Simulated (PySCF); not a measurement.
PySCF input (PW6B95/def2-TZVPD):

```python
from pyscf import gto, scf, dft

mol = gto.M(
    atom='''
    O     0.01545466    0.72381182   -0.07020381
    O    -0.01124373   -0.72607760   -0.04190313
    H     0.80569804    0.89668240    0.46138431
    H    -0.83938551   -0.87855617    0.43547118
    ''',
    basis='def2-tzvpd',
    charge=0,
    spin=0,
    verbose=4,
)

mf = dft.RKS(mol, xc='pw6b95').density_fit(auxbasis='def2-universal-jkfit')
mf.grids.level = 3
mf.conv_tol = 1e-9
mf.max_cycle = 100
mf.max_memory = 1500
mf.kernel()
if not mf.converged:
    mf = mf.newton()
    mf.kernel(mf.make_rdm1())
mf.analyze()
```

Output:

```
PySCF version 2.14.0

[INPUT] verbose = 4
[INPUT] num. atoms = 4
[INPUT] num. electrons = 18
[INPUT] charge = 0
[INPUT] spin (= nelec alpha-beta = 2S) = 0
[INPUT] symmetry False subgroup None
[INPUT] Mole.unit = angstrom
[INPUT] Symbol           X                Y                Z      unit          X                Y                Z       unit  Magmom
[INPUT]  1 O      0.015454660000   0.723811820000  -0.070203810000 AA    0.029205074748   1.367806105523  -0.132665973801 Bohr   0.0
[INPUT]  2 O     -0.011243730000  -0.726077600000  -0.041903130000 AA   -0.021247570319  -1.372087809182  -0.079185439462 Bohr   0.0
[INPUT]  3 H      0.805698040000   0.896682400000   0.461384310000 AA    1.522548634699   1.694484156718   0.871889984071 Bohr   0.0
[INPUT]  4 H     -0.839385510000  -0.878556170000   0.435471180000 AA   -1.586208726828  -1.660230546347   0.822921265341 Bohr   0.0

nuclear repulsion = 36.8070207165941
number of shells = 38
number of NR pGTOs = 132
number of NR cGTOs = 98
basis = def2-tzvpd
ecp = {}

******** <class 'pyscf.df.df_jk.DFRKS'> ********
method = DFRKS
initial guess = minao
damping factor = 0
level_shift factor = 0
DIIS = <class 'pyscf.scf.diis.CDIIS'>
diis_start_cycle = 1
diis_space = 8
diis_damp = 0
SCF conv_tol = 1e-09
SCF conv_tol_grad = None
SCF max_cycles = 100
direct_scf = False
XC library pyscf.dft.libxc version 7.1.2
    S. Lehtola, C. Steigemann, M. J. T. Oliveira, and M. A. L. Marques,  SoftwareX 7, 1–5 (2018)
XC functionals = pw6b95
    Y. Zhao and D. G. Truhlar,  J. Phys. Chem. A 109, 5656 (2005)
radial grids:
    Treutler-Ahlrichs [JCP 102, 346 (1995); DOI:10.1063/1.469408] (M4) radial grids

becke partition: Becke, JCP 88, 2547 (1988); DOI:10.1063/1.454033
pruning grids: <function nwchem_prune>
grids dens level: 3
symmetrized grids: False
atomic radii adjust function: <function treutler_atomic_radii_adjust>
small_rho_cutoff = 0
Set gradient conv threshold to 3.16228e-05
Initial guess from minao.
tot grids = 47784
******** <class 'pyscf.df.df.DF'> ********
auxbasis = def2-universal-jkfit
init E= -151.808198953979
  HOMO = -0.360622509997557  LUMO = -0.112093732433657  gap/eV = 6.76281
cycle= 1 E= -151.729625803692  delta_E= 0.0786  |g|= 0.511  |ddm|= 1.33
  HOMO = -0.224044316398448  LUMO = 0.0114312672805332  gap/eV = 6.40762
cycle= 2 E= -151.718421615085  delta_E= 0.0112  |g|= 0.584  |ddm|= 0.674
  HOMO = -0.320140474082854  LUMO = -0.010891132217377  gap/eV = 8.41510
cycle= 3 E= -151.77786368675  delta_E= -0.0594  |g|= 0.0589  |ddm|= 0.354
  HOMO = -0.311678997828227  LUMO = -0.0034363199537379  gap/eV = 8.38771
cycle= 4 E= -151.778426375581  delta_E= -0.000563  |g|= 0.00644  |ddm|= 0.0279
  HOMO = -0.312349210849005  LUMO = -0.00364358670295607  gap/eV = 8.40031
cycle= 5 E= -151.778433442296  delta_E= -7.07e-06  |g|= 0.000783  |ddm|= 0.00345
  HOMO = -0.312447852622588  LUMO = -0.00368898156793642  gap/eV = 8.40176
cycle= 6 E= -151.778433541473  delta_E= -9.92e-08  |g|= 9.87e-05  |ddm|= 0.000467
  HOMO = -0.312453449645927  LUMO = -0.00368941970912476  gap/eV = 8.40190
cycle= 7 E= -151.778433543714  delta_E= -2.24e-09  |g|= 1.79e-05  |ddm|= 7.34e-05
  HOMO = -0.312452645818844  LUMO = -0.00368919732860551  gap/eV = 8.40188
cycle= 8 E= -151.778433543794  delta_E= -8e-11  |g|= 4.97e-06  |ddm|= 1.71e-05
  HOMO = -0.312452010780017  LUMO = -0.00368867991377507  gap/eV = 8.40188
Extra cycle  E= -151.778433543796  delta_E= -2.05e-12  |g|= 2.68e-06  |ddm|= 3.97e-06
converged SCF energy = -151.778433543796
**** SCF Summaries ****
Total Energy =                        -151.778433543796297
Nuclear Repulsion Energy =              36.807020716594053
One-electron Energy =                 -281.482656744489987
Two-electron Energy =                   92.897202484099623
Two-electron Coulomb Energy =          110.923108820140627
DFT Exchange-Correlation Energy =      -18.025906336041004
HOMO-LUMO gap [eV] =                     8.401878185022293
**** MO energy ****
MO #1   energy= -19.3616265660995  occ= 2
MO #2   energy= -19.3615571181913  occ= 2
MO #3   energy= -1.15887355343234  occ= 2
MO #4   energy= -0.937692669088229 occ= 2
MO #5   energy= -0.558595363409033 occ= 2
MO #6   energy= -0.525231239523922 occ= 2
MO #7   energy= -0.452021799974837 occ= 2
MO #8   energy= -0.354545626699164 occ= 2
MO #9   energy= -0.312452010780017 occ= 2
MO #10  energy= -0.00368867991377507 occ= 0
MO #11  energy= 0.00441238704060667 occ= 0
MO #12  energy= 0.0512793100533245 occ= 0
MO #13  energy= 0.0763762193346136 occ= 0
MO #14  energy= 0.0829342393257092 occ= 0
MO #15  energy= 0.108651788464457  occ= 0
MO #16  energy= 0.117561970730774  occ= 0
MO #17  energy= 0.120822716444853  occ= 0
MO #18  energy= 0.14302109483899   occ= 0
MO #19  energy= 0.177488059106712  occ= 0
MO #20  energy= 0.231994080342951  occ= 0
MO #21  energy= 0.237272794714132  occ= 0
MO #22  energy= 0.265144889626624  occ= 0
MO #23  energy= 0.271778072803326  occ= 0
MO #24  energy= 0.28022829879832   occ= 0
MO #25  energy= 0.284083461193887  occ= 0
MO #26  energy= 0.295050324795994  occ= 0
MO #27  energy= 0.421010786824877  occ= 0
MO #28  energy= 0.425921793632147  occ= 0
MO #29  energy= 0.42994302322951   occ= 0
MO #30  energy= 0.466182050615232  occ= 0
MO #31  energy= 0.488773781305186  occ= 0
MO #32  energy= 0.496633897739576  occ= 0
MO #33  energy= 0.536667584758835  occ= 0
MO #34  energy= 0.55567932546543   occ= 0
MO #35  energy= 0.57950281110297   occ= 0
MO #36  energy= 0.597607671074281  occ= 0
MO #37  energy= 0.6824299380232    occ= 0
MO #38  energy= 0.716014142861282  occ= 0
MO #39  energy= 0.746233282739985  occ= 0
MO #40  energy= 0.796943064010456  occ= 0
MO #41  energy= 0.844634451456298  occ= 0
MO #42  energy= 0.845817222307706  occ= 0
MO #43  energy= 0.890245110064988  occ= 0
MO #44  energy= 0.93299300724741   occ= 0
MO #45  energy= 0.959533707886957  occ= 0
MO #46  energy= 1.18167225816315   occ= 0
MO #47  energy= 1.46988972112385   occ= 0
MO #48  energy= 1.5113100278916    occ= 0
MO #49  energy= 1.55459183842054   occ= 0
MO #50  energy= 1.58842933258832   occ= 0
MO #51  energy= 1.72065724707616   occ= 0
MO #52  energy= 1.75052460851116   occ= 0
MO #53  energy= 1.80425224785738   occ= 0
MO #54  energy= 1.85933237912687   occ= 0
MO #55  energy= 1.91177810753666   occ= 0
MO #56  energy= 2.0881523923305    occ= 0
MO #57  energy= 2.17239141100261   occ= 0
MO #58  energy= 2.26040521400992   occ= 0
MO #59  energy= 2.33407257162903   occ= 0
MO #60  energy= 2.37950333781252   occ= 0
MO #61  energy= 2.50298688525604   occ= 0
MO #62  energy= 2.50800686325744   occ= 0
MO #63  energy= 2.68564394956578   occ= 0
MO #64  energy= 2.8186591760053    occ= 0
MO #65  energy= 2.83818990883965   occ= 0
MO #66  energy= 2.84246431318411   occ= 0
MO #67  energy= 2.90450304895189   occ= 0
MO #68  energy= 3.12676653625659   occ= 0
MO #69  energy= 3.14945943326637   occ= 0
MO #70  energy= 3.81913173174311   occ= 0
MO #71  energy= 3.84145694894886   occ= 0
MO #72  energy= 4.11335533515668   occ= 0
MO #73  energy= 4.77465031419845   occ= 0
MO #74  energy= 4.84364855416131   occ= 0
MO #75  energy= 4.88718691047067   occ= 0
MO #76  energy= 4.94613208111702   occ= 0
MO #77  energy= 5.06944292609724   occ= 0
MO #78  energy= 5.33941376028478   occ= 0
MO #79  energy= 5.41454528915027   occ= 0
MO #80  energy= 5.42382456281705   occ= 0
MO #81  energy= 5.46040146154429   occ= 0
MO #82  energy= 5.78751190969975   occ= 0
MO #83  energy= 5.8064010267423    occ= 0
MO #84  energy= 6.07788495598653   occ= 0
MO #85  energy= 6.17178482168878   occ= 0
MO #86  energy= 6.36208794460888   occ= 0
MO #87  energy= 6.40447616725058   occ= 0
MO #88  energy= 6.42676685323882   occ= 0
MO #89  energy= 6.4585009349354    occ= 0
MO #90  energy= 6.49001121648217   occ= 0
MO #91  energy= 6.71243334141247   occ= 0
MO #92  energy= 6.80701904948671   occ= 0
MO #93  energy= 6.97438370128719   occ= 0
MO #94  energy= 7.04803455208812   occ= 0
MO #95  energy= 7.23448203549615   occ= 0
MO #96  energy= 7.98369280235885   occ= 0
MO #97  energy= 43.5592257242983   occ= 0
MO #98  energy= 44.1495408672376   occ= 0
 ** Mulliken pop on meta-lowdin orthogonal AOs  **
 ** Mulliken pop  **
pop of  0 O 1s            1.99997
pop of  0 O 2s            1.72757
pop of  0 O 3s            0.00547
pop of  0 O 4s            0.00096
pop of  0 O 5s            0.00039
pop of  0 O 6s            0.00022
pop of  0 O 2px           1.68268
pop of  0 O 2py           1.06521
pop of  0 O 2pz           1.84612
pop of  0 O 3px           0.00409
pop of  0 O 3py           0.00269
pop of  0 O 3pz           0.00271
pop of  0 O 4px           0.00058
pop of  0 O 4py           0.00012
pop of  0 O 4pz           0.00030
pop of  0 O 5px           0.00025
pop of  0 O 5py           0.00050
pop of  0 O 5pz           0.00036
pop of  0 O 3dxy          0.00122
pop of  0 O 3dyz          0.00185
pop of  0 O 3dz^2         0.00228
pop of  0 O 3dxz          0.00471
pop of  0 O 3dx2-y2       0.00332
pop of  0 O 4dxy          0.00025
pop of  0 O 4dyz          0.00053
pop of  0 O 4dz^2         0.00041
pop of  0 O 4dxz          0.00041
pop of  0 O 4dx2-y2       0.00019
pop of  0 O 5dxy          0.00035
pop of  0 O 5dyz          0.00053
pop of  0 O 5dz^2         0.00009
pop of  0 O 5dxz          0.00017
pop of  0 O 5dx2-y2       0.00011
pop of  0 O 4f-3          0.00016
pop of  0 O 4f-2          0.00007
pop of  0 O 4f-1          0.00009
pop of  0 O 4f+0          0.00019
pop of  0 O 4f+1          0.00013
pop of  0 O 4f+2          0.00025
pop of  0 O 4f+3          0.00006
pop of  1 O 1s            1.99997
pop of  1 O 2s            1.72757
pop of  1 O 3s            0.00547
pop of  1 O 4s            0.00096
pop of  1 O 5s            0.00039
pop of  1 O 6s            0.00022
pop of  1 O 2px           1.65261
pop of  1 O 2py           1.07016
pop of  1 O 2pz           1.87125
pop of  1 O 3px           0.00401
pop of  1 O 3py           0.00265
pop of  1 O 3pz           0.00284
pop of  1 O 4px           0.00061
pop of  1 O 4py           0.00012
pop of  1 O 4pz           0.00027
pop of  1 O 5px           0.00023
pop of  1 O 5py           0.00051
pop of  1 O 5pz           0.00037
pop of  1 O 3dxy          0.00134
pop of  1 O 3dyz          0.00169
pop of  1 O 3dz^2         0.00231
pop of  1 O 3dxz          0.00435
pop of  1 O 3dx2-y2       0.00370
pop of  1 O 4dxy          0.00026
pop of  1 O 4dyz          0.00050
pop of  1 O 4dz^2         0.00043
pop of  1 O 4dxz          0.00041
pop of  1 O 4dx2-y2       0.00019
pop of  1 O 5dxy          0.00034
pop of  1 O 5dyz          0.00053
pop of  1 O 5dz^2         0.00010
pop of  1 O 5dxz          0.00016
pop of  1 O 5dx2-y2       0.00012
pop of  1 O 4f-3          0.00015
pop of  1 O 4f-2          0.00006
pop of  1 O 4f-1          0.00010
pop of  1 O 4f+0          0.00021
pop of  1 O 4f+1          0.00011
pop of  1 O 4f+2          0.00026
pop of  1 O 4f+3          0.00008
pop of  2 H 1s            0.61807
pop of  2 H 2s            0.01046
pop of  2 H 3s            0.00679
pop of  2 H 2px           0.00208
pop of  2 H 2py           0.00072
pop of  2 H 2pz           0.00245
pop of  2 H 3px           0.00066
pop of  2 H 3py           0.00084
pop of  2 H 3pz           0.00035
pop of  3 H 1s            0.61807
pop of  3 H 2s            0.01046
pop of  3 H 3s            0.00679
pop of  3 H 2px           0.00191
pop of  3 H 2py           0.00072
pop of  3 H 2pz           0.00262
pop of  3 H 3px           0.00065
pop of  3 H 3py           0.00083
pop of  3 H 3pz           0.00037
 ** Mulliken atomic charges  **
charge of    0O =     -0.35758
charge of    1O =     -0.35758
charge of    2H =      0.35758
charge of    3H =      0.35758
Dipole moment(X, Y, Z, Debye): -0.06309,  0.03395,  1.67953
```
